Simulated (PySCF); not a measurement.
Computed with TPSSh-D3(BJ)/def2-TZVP // CAM-B3LYP-D3(BJ)/def2-TZVP (PySCF). Gas-phase values, no solvent. Excitations are Tamm–Dancoff values on a coarser integration grid. The basis has no diffuse functions, so Rydberg states are missing or too high.

Reference species (SMILES): `Cl[Si](Cl)(Cl)Cl` (neutral, multiplicity 1).

```yaml
S1–T1 gap (TDA): 0.40 eV
dipole_moment: 0.00 D
```

Changed species: `Cl[SiH](Cl)Cl` (1 of 4 Cl replaced by H; the reference has 0 of 4 Cl replaced by H).

Task: Predict the effect on the S1–T1 gap (TDA) and dipole moment.

Result: the S1–T1 gap (TDA) increases by 0.04 eV, to 0.44 eV; the dipole moment goes up by 0.76 D, to 0.76 D.
